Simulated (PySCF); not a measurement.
**Worked example for boranylsilane: homolysis of bond B1–Si2**

Structure: `B[SiH3]` (BH5Si). Non-hydrogen atoms are numbered in `[BH2:1][SiH3:2]`.

Energies: M06-2X/def2-TZVP (PySCF, density fitting, integration grid level 3) on PBE0-D3(BJ)/def2-SVP structures. Thermal corrections: PBE0-D3(BJ)/def2-SVP frequencies, unscaled, ideal gas at 298.15 K and 1 bar, quasi-RRHO entropy.

Step: `B[SiH3]` → BH2• + SiH3•.

| species | charge | multiplicity | E / Eh |
| --- | --- | --- | --- |
| `B[SiH3]` | 0 | 1 | -317.264820 |
| BH2• | 0 | 2 | -25.921723 |
| SiH3• | 0 | 2 | -291.205568 |

Thermal terms, products less reactant: Δ(H − E) = -14.61 kJ/mol, Δ(G − E) = -54.64 kJ/mol. 1 Eh = 2625.50 kJ/mol.

Problem. What are ΔE, ΔH and ΔG of this step?

Solution. ΔE = 0.137529 Eh = 361.08 kJ/mol; ΔH = 346.5 kJ/mol; ΔG = 306.4 kJ/mol, all in the gas phase at 298.15 K and 1 bar. The digits show the arithmetic; the method itself can be off by 10 kJ/mol or more.
